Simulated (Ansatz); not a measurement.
Results of RPBE (PAW; Ansatz, a program for electronic structure) for zinc-blende InP.

Total energies, extrapolated to zero smearing (they compare only within this program, potentials and cutoff; free atoms with spin allowed, lowest state found):

```tsv
system	energy (eV/atom)
zinc-blende InP, relaxed	-3182.8600
free In atom	-5604.3462
free P atom	-755.8173
```

Problem. Work out the cohesive energy per atom.

Solution. E_coh = [1 × (-5604.3462) + 1 × (-755.8173)]/2 − (-3182.8600) = 2.78 eV/atom. The reference value is 3.47 eV/atom (measured, static lattice: zero-point vibration energy added, our sources range from 3.38 to 3.47; as tabulated in Mejia-Rodriguez and Trickey (2018), arXiv:1807.09216), not set against a level without spin–orbit coupling.

Spin–orbit coupling is left out; its size isn't shown.

The PAW data were made under PBE.
